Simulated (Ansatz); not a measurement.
Two shapes of singlet BH3.

Shape 1:

```xyz
4

B    -0.0327   -0.0105    0.0363
H     1.2172    0.0195   -0.0448
H    -0.5711    1.0270   -0.0339
H    -0.6064   -1.0033   -0.0276
```

Shape 2:

```xyz
4

B     0.0000    0.0000    0.0000
H     1.3031    0.0000    0.0000
H    -0.6515    1.1285    0.0000
H    -0.6515   -1.1285    0.0000
```

Basis set: cc-pVDZ (spherical functions). Correlated methods keep 1 orbital frozen. Charge 0, multiplicity 1.

Computed with Ansatz (development build ahead of 0.2.0); each method stands on the lowest determinant of its kind that the runs found.

Question: Which shape is lower in energy, and by how much in each method?

Answer:

```
 method  E(2) − E(1) (eV)
    RHF             0.248
RHF-MP2             0.197
```

Shape 1 is lower.
